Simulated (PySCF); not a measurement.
Species: ethenimine, C2H3N.
Numbering: `[CH2:1]=[C:2]=[NH:3]` (hydrogens: H4, H5 on C1; H6 on N3)

Cartesian coordinates in Å at the PBE0-D3(BJ)/def2-SVP level; atoms count from 1:
```
atom  x, y, z in Å
C1    -0.950   -0.168   -0.068
C2     0.354   -0.021   -0.127
N3     1.563    0.071   -0.287
H4    -1.383   -1.087    0.333
H5    -1.610    0.631   -0.412
H6     2.088    0.478    0.492
```

Computed, not measured: core-valence-separated Tamm–Dancoff BHandHLYP/aug-pcX-1 (pcseg-1 on H) in PySCF, non-relativistic, gas phase, PBE0-D3(BJ)/def2-SVP geometry. BHandHLYP without relativity tends to put these K edges a few eV too low, so spacings mean more than positions.

The lowest roots of each edge with f over 0.003 (five at most, numbered afresh; weaker and dark ones are left out), with transition dipoles (au) in the frame of the coordinates:

```csv
root,edge,E (eV),μx,μy,μz
1,C,283.55,-0.0126,0.0952,-0.0413
2,C,283.98,-0.0029,-0.0334,-0.0760
3,C,284.63,-0.0026,0.0196,-0.0085
4,C,284.89,-0.0002,0.0416,0.0957
5,C,286.82,-0.0337,-0.0066,-0.0073
6,N,397.24,0.0090,-0.0679,0.0294
7,N,400.04,0.0255,0.0104,0.0164
8,N,400.58,0.0126,-0.0143,-0.0369
9,N,402.23,0.0154,0.0151,0.0301
10,N,402.58,0.0021,-0.0162,0.0070
```

Q: What are the oscillator strengths?

A: f = (2/3) ΔE |μ|², with ΔE in hartree (27.2114 eV):

```tsv
root	ΔE (Eh)	|μ|² (au)	f	core hole on
1	10.4202	0.010926	0.076	C2
2	10.4362	0.006901	0.048	C1
3	10.4598	0.000465	0.003	C1
4	10.4695	0.010893	0.076	C2
5	10.5405	0.001233	0.009	C1
6	14.5982	0.005555	0.054	N3
7	14.7011	0.001027	0.010	N3
8	14.7209	0.001725	0.017	N3
9	14.7818	0.001368	0.013	N3
10	14.7946	0.000315	0.003	N3
```

Q: Molecules are fixed in this frame and the field points along z. What effective strengths 3 f cos²θ do the roots have (θ between field and μ)?

A: root 1 (C2): 0.036, root 2 (C1): 0.121, root 3 (C1): 0.002, root 4 (C2): 0.192, root 5 (C1): 0.001, root 6 (N3): 0.025, root 7 (N3): 0.008, root 8 (N3): 0.040, root 9 (N3): 0.027, root 10 (N3): 0.001. Root 4 is the strongest. Averaged over all orientations cos²θ is 1/3, which gives f back.

